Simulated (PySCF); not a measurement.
Working with the constants of CCl

UHF-CCSD(T) constants of CCl, ²Π (doublet), unpaired electrons π ↑ (basis C aug-pcseg-1, Cl aug-pcseg-1; no relativity; PySCF 2.14; masses 12.0000 and 34.9689 u):

* ωe: 841.8 cm⁻¹
* ωexe: 5.89 cm⁻¹
* Be: 0.6648 cm⁻¹
* αe: 0.00695 cm⁻¹
* De to C + Cl: 3.63 eV

Q: What force constant and bond length do these constants imply?

A: Reduced mass μred = 8.9341 u; k = 5.8918×10⁻⁷·μred·ωe² (u, cm⁻¹, mdyn/Å) = 3.73 mdyn/Å; Re = √(16.8576/(μred·Be)) (u, cm⁻¹, Å) = 1.685 Å.

Q: Estimate the centrifugal constant D from the Kratzer relation and find the Dunham coefficient a1.

A: D = 4Be³/ωe² = 1.66e-06 cm⁻¹; a1 = −1 − αeωe/(6Be²) = -3.21.

Correlated steps freeze 6 core orbitals. Correlated levels converge slowly with the basis: in double zeta they bind strong bonds too weakly, by up to about 1 eV, and carry superposition errors of some tenths. The state was picked by a PBE0 search and need not be the measured ground state.
